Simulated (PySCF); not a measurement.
# Si3H8 (trisilane) at B3LYP/6-31G(d) (spherical functions)

Aim: the energy change on altering one bond length of Si3H8 (trisilane) at B3LYP/6-31G* (spherical functions), from 2 runs. The job is set up through a Python script.

Program for the calculation: PySCF 2.14.0.

1 further run of the same task is left out (set aside as unsound or not needed).

## Step 1: Starting point

Si3H8: 11 atoms, total charge 0, spin state singlet. As SMILES, `[SiH3][SiH2][SiH3]`. The coordinates come from a PBE0-D4/def2-TZVP relaxation.

Bond lengths: Si1–Si2 2.338 Å, Si2–Si3 2.338 Å, Si1–H4 1.488 Å, Si1–H5 1.488 Å, Si1–H6 1.488 Å, Si2–H7 1.490 Å, Si2–H8 1.490 Å, Si3–H9 1.488 Å, Si3–H10 1.488 Å, Si3–H11 1.488 Å. Some angles: Si1–Si2–Si3 110.4°, Si1–Si2–H7 109.6°, Si1–Si2–H8 109.6°, Si3–Si2–H7 109.6°, Si3–Si2–H8 109.6°, Si2–Si1–H4 111.2°, Si2–Si1–H5 109.8°, Si2–Si1–H6 109.8°, Si2–Si3–H9 109.8°, Si2–Si3–H10 109.8°.

## Step 2: A single-point energy at B3LYP/6-31G(d) (spherical functions)

Contents of start.xyz:

```xyz
11

Si    -1.292570     1.366730    -0.525270
Si    -0.462570    -0.807300    -0.296320
Si     1.631930    -0.774400     0.742750
H     -2.625850     1.367720    -1.185120
H     -0.354030     2.180440    -1.344070
H     -1.422540     2.000090     0.814640
H     -0.343400    -1.440160    -1.640160
H     -1.410380    -1.620800     0.516390
H      1.515950    -0.154940     2.090430
H      2.583820     0.031780    -0.068050
H      2.179610    -2.149160     0.894770
```

Contents of run.py:

```python
from pyscf import gto, dft

molecule = gto.M(
    atom='start.xyz',
    verbose=4,
    max_memory=1860,
    basis='6-31g*',
    charge=0,
)

calc0 = dft.RKS(molecule, xc='b3lyp')
calc0.grids.level = 5
calc0.conv_tol = 1e-10
calc0.kernel()
if not calc0.converged:
    calc0 = calc0.newton().run(calc0.mo_coeff, calc0.mo_occ)

energy = calc0.e_tot
print(f'total energy: {energy:.8f} hartree')
```

Run with:

```sh
OMP_NUM_THREADS=1 python run.py
```

Standard output:

```text
PySCF version 2.14.0

[... 75 lines left out ...]
converged SCF energy = -873.277404008111
total energy: -873.27740401 hartree
```

Wall time 16 s (1 thread of Arm Neoverse V1, shared host); peak memory 0.37 GiB.

## Step 3: The distorted shape

Contents of run.py:

```python
from pyscf import gto, dft

mol = gto.M(
    atom='''
Si      -1.417083       1.692868      -0.559616
Si      -0.462570      -0.807300      -0.296320
Si       1.631930      -0.774400       0.742750
H       -2.750363       1.693858      -1.219466
H       -0.478543       2.506578      -1.378416
H       -1.547053       2.326228       0.780294
H       -0.343400      -1.440160      -1.640160
H       -1.410380      -1.620800       0.516390
H        1.515950      -0.154940       2.090430
H        2.583820       0.031780      -0.068050
H        2.179610      -2.149160       0.894770
''',
    basis='6-31g*',
    spin=0,
    charge=0,
    max_memory=1860,
    verbose=4,
)

calc0 = dft.RKS(mol)
calc0.xc = 'b3lyp'
calc0.conv_tol = 1e-10
calc0.grids.level = 5
calc0.kernel()
if not calc0.converged:
    calc0 = calc0.newton().run(calc0.mo_coeff, calc0.mo_occ)

e_final = calc0.e_tot
print('E(%s) = %.9f' % ('B3LYP', e_final))
```

Run with:

```sh
OMP_NUM_THREADS=1 python run.py
```

Standard output:

```text
PySCF version 2.14.0

[... 77 lines left out ...]
converged SCF energy = -873.263074324088
E(B3LYP) = -873.263074324
```

Run time: 18 s. Hardware: 1 thread of Arm Neoverse V1, shared host; peak memory 0.37 GiB.

## Step 4: What came out

Level: B3LYP/6-31G* (spherical functions).

```
                                                           quantity          value
                                          first shape: total energy  -873.27740 Eh
                                         first shape: dipole moment         0.09 D
                                           first shape: HOMO energy       -7.74 eV
                                           first shape: LUMO energy        0.02 eV
                                         first shape: HOMO–LUMO gap        7.76 eV
                                      distorted shape: total energy  -873.26307 Eh
                                     distorted shape: dipole moment         0.06 D
                                       distorted shape: HOMO energy       -7.34 eV
                                       distorted shape: LUMO energy       -0.76 eV
                                     distorted shape: HOMO–LUMO gap        6.58 eV
energy change with the Si1–Si2 bond stretched from 2.338 to 2.689 Å       0.390 eV
```

With the Si1–Si2 bond stretched from 2.338 to 2.689 Å the energy rises by 0.39 eV (9.0 kcal/mol). The first shape isn't relaxed at this level, so the change isn't measured from a minimum. Mulliken charges (first shape) run from -0.05 on H5 to +0.18 on Si1; they depend strongly on the basis.
